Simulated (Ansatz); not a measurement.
# [SiH3]+ (SMILES [SiH3+]): PBE-QIDH/aug-cc-pVTZ

What is the vertical ionisation energy of [SiH3]+ at PBE-QIDH/aug-cc-pVTZ? 

The results are computed with Ansatz 0.2.0.

1 further run of the same task is left out (it didn't finish).

## 1. The molecule

[SiH3]+ has 4 atoms, charge +1, and is taken as a singlet. SMILES: `[SiH3+]`. Geometry: relaxed at PBE0-D4/def2-TZVP.

Bond lengths: Si1–H2 1.472 Å, Si1–H3 1.472 Å, Si1–H4 1.472 Å. Angles: H2–Si1–H3 120.0°, H2–Si1–H4 120.0°, H3–Si1–H4 120.0°.

## 2. A single-point energy at PBE-QIDH/aug-cc-pVTZ

Input file molecule.yaml:

```yaml
crystal:
  periodic: [false, false, false]
  atoms:
    - {symbol: Si, position_ang: [-0.000000, -0.000000, 0.000000]}
    - {symbol: H, position_ang: [0.686900, 0.675400, 1.113000]}
    - {symbol: H, position_ang: [-0.118400, -1.467200, -0.009900]}
    - {symbol: H, position_ang: [-0.568500, 0.791700, -1.103100]}
basis:
  gaussian:
    orbitals: aug-cc-pVTZ
total_charge: 1
hamiltonian:
  xc: {name: PBE-QIDH}
correlation:
  frozen_orbitals: {H: 0, Si: 5}
accuracy: high
output: {orbitals: {seedname: orbitals}}
```

Launch:

```bash
ansatz run molecule.yaml --threads 1 --pin off --max-ram 3480MiB --events-out events.jsonl --progress --plain --runs-dir runs
```

Standard output:

```text
Warning: RAYON_NUM_THREADS=1 ignored (pool sized by the plan → 1); use --threads N
Functional definition: PBE-QIDH
  name "PBE-QIDH"
  parameter a = 3^(-1/3)
  parameter c = 1/3
  exchange = (1 - a)*pbe_x + a*exact_x
  correlation = (1 - c)*pbe_c + c*(mp2_os + mp2_ss)
1784 factors; integrals over basis functions are off by at most 3.7e-9 eV
mean field evaluation 1: about -7909.8359 eV, gradient 7.3e0 eV
mean field evaluation 2: about -7909.8378 eV, gradient 7.3e0 eV
mean field evaluation 4: about -7910.0071 eV, gradient 3.6e-1 eV
mean field evaluation 8: about -7910.0073 eV, gradient 4.5e-4 eV
mean field evaluation 16: about -7910.0073 eV, gradient 8.8e-9 eV
mean field -7910.00733440 eV, -290.6874079437 hartree, gradient 8.8e-9 eV, S^2 0.000000; 0 other end points of the search recorded, 0 dependent functions left out
5 core orbitals not correlated: weight in the atoms' cores, before any rotation towards them, 1.000 or more for the frozen orbitals, at most 0.000 for the correlated occupied ones
reference -7910.00733536 eV, -290.6874079790 hartree; 3, 3 occupied and 111, 111 virtual orbitals, 1784 factors
second order -3.22846704 eV of doubles, -0.00000000 eV of singles
Total energy: -7911.08349104 eV, -290.7269559707 hartree
```

It took 6.3 s on 1 thread of Arm Neoverse V1, shared host; peak memory 0.28 GiB.

## 3. Doublet [SiH3]2+ at the same level

Input file molecule.yaml:

```yaml
basis:
  gaussian:
    orbitals: aug-cc-pVTZ
crystal:
  periodic: [false, false, false]
  atoms:
    - {symbol: Si, position_ang: [-0.000000, -0.000000, 0.000000]}
    - {symbol: H, position_ang: [0.686900, 0.675400, 1.113000]}
    - {symbol: H, position_ang: [-0.118400, -1.467200, -0.009900]}
    - {symbol: H, position_ang: [-0.568500, 0.791700, -1.103100]}
total_charge: 2
output:
  orbitals: {seedname: orbitals}
accuracy: high
correlation:
  frozen_orbitals: {H: 0, Si: 5}
magnetization:
  spin_polarized: true
  initial_magnetization: 1
hamiltonian:
  xc: {name: PBE-QIDH}
```

Launch:

```bash
ansatz run molecule.yaml --threads 1 --pin off --max-ram 3480MiB --events-out events.jsonl --progress --plain --runs-dir runs
```

Standard output:

```text
Warning: RAYON_NUM_THREADS=1 ignored (pool sized by the plan → 1); use --threads N
[... 6 set-up lines as earlier in the session ...]
1784 factors; integrals over basis functions are off by at most 3.7e-9 eV
mean field evaluation 1: about -7888.8315 eV, gradient 7.7e0 eV
mean field evaluation 2: about -7888.8334 eV, gradient 7.7e0 eV
mean field evaluation 4: about -7889.3827 eV, gradient 9.7e-1 eV
mean field evaluation 8: about -7889.4020 eV, gradient 2.3e-2 eV
mean field evaluation 16: about -7889.4021 eV, gradient 2.7e-3 eV
mean field evaluation 32: about -7889.0759 eV, gradient 4.9e0 eV
mean field evaluation 64: about -7889.0774 eV, gradient 5.0e0 eV
mean field -7889.40230729 eV, -289.9301871641 hartree, gradient 3.2e-8 eV, S^2 0.792307; 4 other end points of the search recorded, 0 dependent functions left out
5 core orbitals not correlated: weight in the atoms' cores, before any rotation towards them, 1.000 or more for the frozen orbitals, at most 0.000 for the correlated occupied ones
reference -7889.40230817 eV, -289.9301871963 hartree; 3, 2 occupied and 111, 112 virtual orbitals, 1784 factors
second order -2.35814351 eV of doubles, -0.00000000 eV of singles
Total energy: -7890.18835601 eV, -289.9590739215 hartree
```

It took 30 s on 1 thread of Arm Neoverse V1, shared host; peak memory 0.34 GiB.

## 4. Results

At PBE-QIDH/aug-cc-pVTZ, 5 core orbitals frozen:

```
                                                                  quantity          value
                                             singlet [SiH3]+: total energy  -290.72696 Eh
                        singlet [SiH3]+: HOMO energy (SCF part's orbitals)      -19.89 eV
                        singlet [SiH3]+: LUMO energy (SCF part's orbitals)       -8.24 eV
                      singlet [SiH3]+: HOMO–LUMO gap (SCF part's orbitals)       11.65 eV
                                            doublet [SiH3]2+: total energy  -289.95907 Eh
doublet [SiH3]2+: HOMO energy (SCF part's orbitals) (highest over α and β)      -27.30 eV
 doublet [SiH3]2+: LUMO energy (SCF part's orbitals) (lowest over α and β)      -21.27 eV
                                                    doublet [SiH3]2+: ⟨S²⟩          0.792
                      vertical ionisation energy (to the doublet dication)      20.895 eV
```

In words: The vertical ionisation energy comes to 20.90 eV (2016 kJ/mol). The negative HOMO energy of the first species, 19.89 eV, lies 1.00 eV below that difference.
